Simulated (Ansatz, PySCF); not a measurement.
## Rock-salt MgS: smallest direct gap on the k points sampled by level of theory

No measured value is used here.

| level (code) | value (eV) | cell (Å³/atom) |
|---|---|---|
| LDA (Ansatz) | (withheld) | 17.61 |
| PBE (Ansatz) | 3.72 | 17.61 |
| revPBE (Ansatz) | (withheld) | 18.29 |
| RPBE (Ansatz) | 3.89 | 17.61 |
| rVV10 (Ansatz) | 3.54 | 17.98 |
| r²SCAN-D4 (Ansatz) | (withheld) | 17.41 |
| r²SCAN+rVV10 (Ansatz) | 4.67 | 17.47 |
| HSE06-D3(BJ) (Ansatz) | 5.29 | 16.71 |
| PBE0 (Ansatz) | 5.52 | 17.61 |
| r²SCANh (Ansatz) | 5.25 | 17.54 |
| Hartree–Fock (Ansatz) | (withheld) | 17.61 |
| G0W0@Hartree–Fock (PySCF) | 7.21 ± 0.07 | 17.61 |

Task: What belongs in the gaps?

Result: 
- LDA (Ansatz, a quantum-chemistry and plane-wave program), value (eV): 3.48
- revPBE (Ansatz), value (eV): 3.56
- r²SCAN-D4 (Ansatz), value (eV): 4.74
- Hartree–Fock (Ansatz), value (eV): 11.74

At these levels the smallest gap is indirect and lower: LDA 2.56, PBE 2.79, revPBE 2.84, RPBE 2.94, rVV10 2.70, r²SCAN-D4 3.49, r²SCAN+rVV10 3.45, HSE06-D3(BJ) 3.93, PBE0 4.53, r²SCANh 4.07, Hartree–Fock 10.33, G0W0@Hartree–Fock 6.26 eV. Computed values are for a static lattice.  A ± on a computed value is a rough bar: the spread of its extrapolation, a floor set from checks against published values, or a statistical error. Values are at the measured cell; revPBE at the level's own equilibrium cell; rVV10 at the level's own equilibrium cell; r²SCAN-D4 at the level's own equilibrium cell; r²SCAN+rVV10 at the level's own equilibrium cell; HSE06-D3(BJ) at the level's own relaxed cell; r²SCANh at the level's own equilibrium cell. Cutoffs and k meshes differ between the levels. Ansatz's density-functional and Hartree–Fock values are scalar-relativistic unless marked +SOC, with PAW data made under PBE.
